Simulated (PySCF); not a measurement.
C₃FNS.
Geometry (PBE0-D3(BJ)/def2-SVP, Å), atoms numbered from 1 in this order:
```xyz
6
C3FNS angstrom
N     -2.2192   -0.9289    0.1099
C     -1.2421   -0.3088    0.0124
C     -0.0454    0.4446   -0.1009
F     -0.1529    1.7462   -0.3751
C      1.1471   -0.1296    0.0655
S      2.5140   -0.8229    0.2639
```

Method: PySCF, delta-SCF UKS SCAN, pcX-2 on the ionised atom, pcseg-1 elsewhere, spin-free X2C. Each 1s hole has a ground state of its own, since the core basis sits on the ionised atom alone.

| ionised atom | basis functions | E(ground) (Eh) | E(ionised) (Eh) |
| --- | --- | --- | --- |
| C2 | 119 | -668.02577 | -657.27055 |
| C3 | 119 | -668.02739 | -657.20712 |
| N1 | 119 | -668.03069 | -653.13667 |
| F4 | 119 | -668.06623 | -642.56472 |
| S6 | 130 | -668.15369 | -577.05063 |

Problem. Turn these total energies into binding energies.

Solution. E(ionised) − E(ground), at 27.2114 eV a hartree:

| atom | environment | difference (Eh) | binding energy (eV) |
| --- | --- | --- | --- |
| C2 | nitrile carbon | 10.75522 | 292.66 |
| C3 | outer carbon of cumulated double bonds | 10.82027 | 294.43 |
| N1 | nitrile nitrogen | 14.89402 | 405.29 |
| F4 | vinyl fluorine | 25.50151 | 693.93 |
| S6 | sulfur bonded to C | 91.10306 | 2479.04 |

Problem. How much do the ground-state energies differ, and what would follow from using one of them for all holes?

Solution. They run from -668.1537 Eh (core basis on S6) to -668.0258 Eh (on C2), 0.1279 Eh or 3.48 eV apart, though the state is the same; only basis and grid differ. Pairing the ion of C2 with the ground state of S6 would put its binding energy 3.48 eV too high.

Only 1s holes are shown. Isolated species at its PBE0-D3(BJ)/def2-SVP geometry, gas phase.
